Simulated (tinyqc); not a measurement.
UHF in the sto-3g basis, for H2O+, spin multiplicity 2, step by step (part 2 of 2). Computed by tinyqc, a small Python program that keeps every step (integrals from PySCF). Command: `OMP_NUM_THREADS=1 python tinyqc.py 21984 21985 out.jsonl` (the two numbers bound the seeds that draw the settings). One thread of a shared host (Intel(R) Xeon(R) Processor @ 2.60GHz), about 0.1 s of CPU time with the checks.

Geometry (angstrom):
```
atom       x        y       z
O     0.0000   0.0000  0.0000
H     0.0000   0.7400  0.7300
H     0.0000  -0.7460  0.7370
```

## Iteration 2: DIIS over 2 matrices

error matrix X^T (FDS - SDF) X (alpha):
```
         1        2       3        4        5        6        7
1   0.0000  -0.0075  0.0000  -0.0001  -0.0136   0.0179   0.0176
2   0.0075   0.0000  0.0000   0.0004   0.0463  -0.0568  -0.0558
3   0.0000   0.0000  0.0000   0.0000   0.0000   0.0000   0.0000
4   0.0001  -0.0004  0.0000   0.0000  -0.0001   0.0128  -0.0131
5   0.0136  -0.0463  0.0000   0.0001   0.0000   0.0069   0.0073
6  -0.0179   0.0568  0.0000  -0.0128  -0.0069   0.0000   0.0001
7  -0.0176   0.0558  0.0000   0.0131  -0.0073  -0.0001   0.0000
```

B (overlaps of the stored error matrices):
```
               1              2
1  7.2111421e-01  1.3060906e-01
2  1.3060906e-01  3.5584056e-02
```

Minimise |sum c_i e_i|^2 with sum c_i = 1: solve [B -1; -1 0][c; lambda] = [0; -1] with B_ij = tr e_i^T e_j summed over both spins, and take F = sum c_i F_i.

DIIS coefficients: -0.1918  1.1918

extrapolated F(alpha) (hartree):
```
           1O 1s    1O 2s   1O 2px   1O 2py   1O 2pz    2H 1s    3H 1s
1O 1s   -21.0108  -5.3490   0.0000  -0.0002  -0.0273  -1.0201  -0.9982
1O 2s    -5.3490  -3.0907   0.0000  -0.0016  -0.1489  -1.1408  -1.1238
1O 2px    0.0000   0.0000  -1.0907   0.0000   0.0000   0.0000   0.0000
1O 2py   -0.0002  -0.0016   0.0000  -0.9499  -0.0013  -0.4781   0.4737
1O 2pz   -0.0273  -0.1489   0.0000  -0.0013  -1.0007  -0.5209  -0.5167
2H 1s    -1.0201  -1.1408   0.0000  -0.4781  -0.5209  -0.8926  -0.4784
3H 1s    -0.9982  -1.1238   0.0000   0.4737  -0.5167  -0.4784  -0.8809
```

extrapolated F(beta) (hartree):
```
           1O 1s    1O 2s   1O 2px   1O 2py   1O 2pz    2H 1s    3H 1s
1O 1s   -20.9831  -5.3105   0.0000  -0.0002  -0.0268  -1.0115  -0.9898
1O 2s    -5.3105  -2.8924   0.0000  -0.0017  -0.1353  -1.0948  -1.0787
1O 2px    0.0000   0.0000  -0.2044   0.0000   0.0000   0.0000   0.0000
1O 2py   -0.0002  -0.0017   0.0000  -0.8835  -0.0014  -0.4740   0.4698
1O 2pz   -0.0268  -0.1353   0.0000  -0.0014  -0.9474  -0.5121  -0.5081
2H 1s    -1.0115  -1.0948   0.0000  -0.4740  -0.5121  -0.8946  -0.4696
3H 1s    -0.9898  -1.0787   0.0000   0.4698  -0.5081  -0.4696  -0.8836
```

## Iteration 2: diagonalisation and new density

X:
```
          1O 1s    1O 2s  1O 2px   1O 2py   1O 2pz    2H 1s    3H 1s
1O 1s    1.0238  -0.1387  0.0000  -0.0001  -0.0095   0.0197   0.0195
1O 2s   -0.1387   1.1831  0.0000   0.0017   0.0955  -0.2448  -0.2390
1O 2px   0.0000   0.0000  1.0000   0.0000   0.0000   0.0000   0.0000
1O 2py  -0.0001   0.0017  0.0000   1.0736   0.0009  -0.1837   0.1811
1O 2pz  -0.0095   0.0955  0.0000   0.0009   1.0566  -0.1452  -0.1426
2H 1s    0.0197  -0.2448  0.0000  -0.1837  -0.1452   1.1641  -0.0974
3H 1s    0.0195  -0.2390  0.0000   0.1811  -0.1426  -0.0974   1.1594
```

Diagonalise F' = X^T F X, C = X C', fill 5 alpha and 4 beta electrons from the bottom; D(s) = C_occ C_occ^T. Each column has its largest component positive (the first on a tie).

F' = X^T F X (alpha) (hartree):
```
          1        2        3        4        5        6        7
1  -20.6321  -2.7030   0.0000  -0.0003  -0.0500  -0.1326  -0.1270
2   -2.7030  -1.9675   0.0000   0.0013   0.0469  -0.4615  -0.4526
3    0.0000   0.0000  -1.0907   0.0000   0.0000   0.0000   0.0000
4   -0.0003   0.0013   0.0000  -0.7493   0.0005  -0.3969   0.3936
5   -0.0500   0.0469   0.0000   0.0005  -0.8514  -0.3312  -0.3272
6   -0.1326  -0.4615   0.0000  -0.3969  -0.3312  -0.3786  -0.1058
7   -0.1270  -0.4526   0.0000   0.3936  -0.3272  -0.1058  -0.3798
```

orbital energies (alpha) (hartree): MO1 -21.0194, MO2 -1.8796, MO3 -1.1189, MO4 -1.0907, MO5 -1.0602, MO6 0.0229, MO7 0.0964

coefficients C (alpha):
```
            MO1      MO2      MO3     MO4      MO5      MO6      MO7
1O 1s    0.9943  -0.2447   0.0021  0.0000   0.0870   0.1102   0.0074
1O 2s    0.0250   0.9181  -0.0109  0.0000  -0.4282  -0.7180  -0.0511
1O 2px   0.0000   0.0000   0.0000  1.0000   0.0000   0.0000   0.0000
1O 2py   0.0000   0.0017   0.7532  0.0000  -0.0123   0.0476  -0.8058
1O 2pz   0.0039   0.1567   0.0121  0.0000   0.8210  -0.6828  -0.0447
2H 1s   -0.0050   0.0955   0.3420  0.0000   0.2159   0.7159   0.8914
3H 1s   -0.0049   0.0934  -0.3357  0.0000   0.2262   0.8148  -0.7923
```

F' = X^T F X (beta) (hartree):
```
          1        2        3        4        5        6        7
1  -20.6100  -2.6915   0.0000  -0.0002  -0.0512  -0.1327  -0.1270
2   -2.6915  -1.7496   0.0000   0.0014   0.0694  -0.4581  -0.4495
3    0.0000   0.0000  -0.2044   0.0000   0.0000   0.0000   0.0000
4   -0.0002   0.0014   0.0000  -0.6766   0.0004  -0.4017   0.3984
5   -0.0512   0.0694   0.0000   0.0004  -0.7949  -0.3305  -0.3266
6   -0.1327  -0.4581   0.0000  -0.4017  -0.3305  -0.3957  -0.1062
7   -0.1270  -0.4495   0.0000   0.3984  -0.3266  -0.1062  -0.3971
```

orbital energies (beta) (hartree): MO1 -20.9903, MO2 -1.7131, MO3 -1.0812, MO4 -1.0075, MO5 -0.2044, MO6 0.0534, MO7 0.1148

coefficients C (beta):
```
            MO1      MO2      MO3      MO4     MO5      MO6      MO7
1O 1s    0.9948  -0.2325   0.0020   0.1005  0.0000   0.1197   0.0098
1O 2s    0.0227   0.8590  -0.0099  -0.4824  0.0000  -0.7548  -0.0643
1O 2px   0.0000   0.0000   0.0000   0.0000  1.0000   0.0000   0.0000
1O 2py   0.0000   0.0020   0.7232  -0.0082  0.0000   0.0614  -0.8320
1O 2pz   0.0037   0.1712   0.0081   0.8079  0.0000  -0.6942  -0.0552
2H 1s   -0.0046   0.1430   0.3712   0.2148  0.0000   0.6976   0.8881
3H 1s   -0.0045   0.1399  -0.3679   0.2228  0.0000   0.8183  -0.7681
```

D(alpha) after iteration 2:
```
          1O 1s    1O 2s  1O 2px   1O 2py   1O 2pz    2H 1s    3H 1s
1O 1s    1.0561  -0.2371  0.0000   0.0002   0.0370  -0.0089  -0.0088
1O 2s   -0.2371   1.0270  0.0000  -0.0014  -0.2077  -0.0087  -0.0076
1O 2px   0.0000   0.0000  1.0000   0.0000   0.0000   0.0000   0.0000
1O 2py   0.0002  -0.0014  0.0000   0.5675  -0.0007   0.2551  -0.2555
1O 2pz   0.0370  -0.2077  0.0000  -0.0007   0.6988   0.1964   0.1963
2H 1s   -0.0089  -0.0087  0.0000   0.2551   0.1964   0.1727  -0.0570
3H 1s   -0.0088  -0.0076  0.0000  -0.2555   0.1963  -0.0570   0.1726
```

D(beta) after iteration 2:
```
          1O 1s    1O 2s  1O 2px   1O 2py   1O 2pz    2H 1s    3H 1s
1O 1s    1.0539  -0.2256  0.0000   0.0002   0.0450  -0.0155  -0.0153
1O 2s   -0.2256   0.9712  0.0000  -0.0015  -0.2427   0.0154   0.0162
1O 2px   0.0000   0.0000  0.0000   0.0000   0.0000   0.0000   0.0000
1O 2py   0.0002  -0.0015  0.0000   0.5231  -0.0005   0.2669  -0.2676
1O 2pz   0.0450  -0.2427  0.0000  -0.0005   0.6821   0.2010   0.2010
2H 1s   -0.0155   0.0154  0.0000   0.2669   0.2010   0.2044  -0.0687
3H 1s   -0.0153   0.0162  0.0000  -0.2676   0.2010  -0.0687   0.2046
```

## Iteration 10 (converged): orbitals

converged F(alpha) (hartree):
```
           1O 1s    1O 2s   1O 2px   1O 2py   1O 2pz    2H 1s    3H 1s
1O 1s   -21.0111  -5.3504   0.0000  -0.0002  -0.0253  -1.0202  -0.9983
1O 2s    -5.3504  -3.1002   0.0000  -0.0016  -0.1538  -1.1327  -1.1156
1O 2px    0.0000   0.0000  -1.0945   0.0000   0.0000   0.0000   0.0000
1O 2py   -0.0002  -0.0016   0.0000  -0.9700  -0.0012  -0.4728   0.4682
1O 2pz   -0.0253  -0.1538   0.0000  -0.0012  -1.0007  -0.5203  -0.5161
2H 1s    -1.0202  -1.1327   0.0000  -0.4728  -0.5203  -0.8712  -0.4750
3H 1s    -0.9983  -1.1156   0.0000   0.4682  -0.5161  -0.4750  -0.8589
```

converged F(beta) (hartree):
```
           1O 1s    1O 2s   1O 2px   1O 2py   1O 2pz    2H 1s    3H 1s
1O 1s   -20.9814  -5.3084   0.0000  -0.0002  -0.0249  -1.0109  -0.9891
1O 2s    -5.3084  -2.8936   0.0000  -0.0017  -0.1340  -1.0876  -1.0715
1O 2px    0.0000   0.0000  -0.2055   0.0000   0.0000   0.0000   0.0000
1O 2py   -0.0002  -0.0017   0.0000  -0.8698  -0.0018  -0.4719   0.4677
1O 2pz   -0.0249  -0.1340   0.0000  -0.0018  -0.9213  -0.5157  -0.5119
2H 1s    -1.0109  -1.0876   0.0000  -0.4719  -0.5157  -0.8991  -0.4690
3H 1s    -0.9891  -1.0715   0.0000   0.4677  -0.5119  -0.4690  -0.8887
```

As before.

F' = X^T F X (alpha) (hartree):
```
          1        2        3        4        5        6        7
1  -20.6323  -2.7020   0.0000  -0.0003  -0.0469  -0.1339  -0.1282
2   -2.7020  -1.9879   0.0000   0.0013   0.0377  -0.4530  -0.4441
3    0.0000   0.0000  -1.0945   0.0000   0.0000   0.0000   0.0000
4   -0.0003   0.0013   0.0000  -0.7755   0.0006  -0.3896   0.3861
5   -0.0469   0.0377   0.0000   0.0006  -0.8522  -0.3314  -0.3274
6   -0.1339  -0.4530   0.0000  -0.3896  -0.3314  -0.3586  -0.1082
7   -0.1282  -0.4441   0.0000   0.3861  -0.3274  -0.1082  -0.3592
```

orbital energies (alpha) (hartree): MO1 -21.0198, MO2 -1.8855, MO3 -1.1211, MO4 -1.0945, MO5 -1.0583, MO6 0.0238, MO7 0.0952

coefficients C (alpha):
```
            MO1      MO2      MO3     MO4      MO5      MO6      MO7
1O 1s    0.9943  -0.2465   0.0020  0.0000   0.0860   0.1071   0.0072
1O 2s    0.0251   0.9289  -0.0106  0.0000  -0.4243  -0.7064  -0.0499
1O 2px   0.0000   0.0000   0.0000  1.0000   0.0000   0.0000   0.0000
1O 2py   0.0000   0.0017   0.7707  0.0000  -0.0119   0.0457  -0.7893
1O 2pz   0.0039   0.1617   0.0111  0.0000   0.8217  -0.6809  -0.0443
2H 1s   -0.0050   0.0848   0.3235  0.0000   0.2172   0.7170   0.8981
3H 1s   -0.0049   0.0828  -0.3172  0.0000   0.2259   0.8159  -0.8000
```

F' = X^T F X (beta) (hartree):
```
          1        2        3        4        5        6        7
1  -20.6089  -2.6884   0.0000  -0.0002  -0.0495  -0.1339  -0.1282
2   -2.6884  -1.7597   0.0000   0.0012   0.0721  -0.4480  -0.4394
3    0.0000   0.0000  -0.2055   0.0000   0.0000   0.0000   0.0000
4   -0.0002   0.0012   0.0000  -0.6628  -0.0001  -0.4001   0.3969
5   -0.0495   0.0721   0.0000  -0.0001  -0.7638  -0.3371  -0.3334
6   -0.1339  -0.4480   0.0000  -0.4001  -0.3371  -0.4047  -0.1057
7   -0.1282  -0.4394   0.0000   0.3969  -0.3334  -0.1057  -0.4067
```

orbital energies (beta) (hartree): MO1 -20.9885, MO2 -1.7109, MO3 -1.0734, MO4 -0.9983, MO5 -0.2055, MO6 0.0535, MO7 0.1110

coefficients C (beta):
```
            MO1      MO2      MO3      MO4     MO5      MO6      MO7
1O 1s    0.9949  -0.2334   0.0021   0.1019  0.0000   0.1163   0.0100
1O 2s    0.0226   0.8644  -0.0109  -0.4960  0.0000  -0.7395  -0.0665
1O 2px   0.0000   0.0000   0.0000   0.0000  1.0000   0.0000   0.0000
1O 2py   0.0000   0.0021   0.7158  -0.0092  0.0000   0.0659  -0.8381
1O 2pz   0.0036   0.1669   0.0096   0.7903  0.0000  -0.7148  -0.0596
2H 1s   -0.0046   0.1394   0.3789   0.2349  0.0000   0.6883   0.8875
3H 1s   -0.0045   0.1365  -0.3748   0.2451  0.0000   0.8155  -0.7615
```

D(alpha) after iteration 10:
```
          1O 1s    1O 2s  1O 2px   1O 2py   1O 2pz    2H 1s    3H 1s
1O 1s    1.0567  -0.2405  0.0000   0.0002   0.0347  -0.0066  -0.0065
1O 2s   -0.2405   1.0436  0.0000  -0.0015  -0.1984  -0.0169  -0.0157
1O 2px   0.0000   0.0000  1.0000   0.0000   0.0000   0.0000   0.0000
1O 2py   0.0002  -0.0015  0.0000   0.5941  -0.0010   0.2469  -0.2470
1O 2pz   0.0347  -0.1984  0.0000  -0.0010   0.7014   0.1957   0.1955
2H 1s   -0.0066  -0.0169  0.0000   0.2469   0.1957   0.1590  -0.0465
3H 1s   -0.0065  -0.0157  0.0000  -0.2470   0.1955  -0.0465   0.1585
```

D(beta) after iteration 10:
```
          1O 1s    1O 2s  1O 2px   1O 2py   1O 2pz    2H 1s    3H 1s
1O 1s    1.0546  -0.2299  0.0000   0.0001   0.0452  -0.0123  -0.0121
1O 2s   -0.2299   0.9937  0.0000  -0.0014  -0.2477  -0.0002   0.0004
1O 2px   0.0000   0.0000  0.0000   0.0000   0.0000   0.0000   0.0000
1O 2py   0.0001  -0.0014  0.0000   0.5124   0.0000   0.2694  -0.2702
1O 2pz   0.0452  -0.2477  0.0000   0.0000   0.6525   0.2126   0.2129
2H 1s   -0.0123  -0.0002  0.0000   0.2694   0.2126   0.2182  -0.0654
3H 1s   -0.0121   0.0004  0.0000  -0.2702   0.2129  -0.0654   0.2192
```

## Convergence

Stop when the energy changes by less than 1e-10 hartree and every element of the error matrix X^T (F D S - S D F) X (for each spin) is below 3e-06.

Course of the cycle:
```
iteration  E (hartree)     change  largest element of the error matrix
1           -74.426845          -                             1.80e-01
2           -74.641871  -2.15e-01                             5.68e-02
3           -74.657658  -1.58e-02                             9.22e-03
4           -74.658270  -6.12e-04                             3.80e-03
5           -74.658366  -9.63e-05                             2.02e-03
6           -74.658410  -4.42e-05                             7.35e-04
7           -74.658417  -6.60e-06                             3.72e-05
8           -74.658417  -4.58e-09                             1.03e-05
9           -74.658417  -6.22e-10                             2.46e-06
10          -74.658417  -5.87e-11                             6.05e-07
```

PySCF UHF in the same basis, after a stability check = -74.658417 hartree

Converged in 10 iterations.

## Populations, bond orders and dipole

overlap S:
```
         1O 1s   1O 2s  1O 2px   1O 2py  1O 2pz   2H 1s    3H 1s
1O 1s   1.0000  0.2367  0.0000   0.0000  0.0000  0.0444   0.0434
1O 2s   0.2367  1.0000  0.0000   0.0000  0.0000  0.4224   0.4168
1O 2px  0.0000  0.0000  1.0000   0.0000  0.0000  0.0000   0.0000
1O 2py  0.0000  0.0000  0.0000   1.0000  0.0000  0.2589  -0.2562
1O 2pz  0.0000  0.0000  0.0000   0.0000  1.0000  0.2554   0.2531
2H 1s   0.0444  0.4224  0.0000   0.2589  0.2554  1.0000   0.2620
3H 1s   0.0434  0.4168  0.0000  -0.2562  0.2531  0.2620   1.0000
```

Mulliken: Z minus the diagonal of D S on the atom; Loewdin: the same with S^(1/2) D S^(1/2); Mayer order: 2 sum_s sum (D(s) S)_ij (D(s) S)_ji over the two atoms.

Charges (e):
```
atom  Mulliken  Loewdin  Mulliken spin
1O      0.1549   0.3122         1.1438
2H      0.4222   0.3426        -0.0712
3H      0.4229   0.3452        -0.0726
```

Mayer bond orders:
```
pair   order
2-1   0.8142
3-1   0.8134
3-2   0.0025
```

dipole moment about the origin, x y z (debye): 0.0000  -0.0149  3.5017

<S^2> of the determinant (pure state: 0.75) = 0.7586
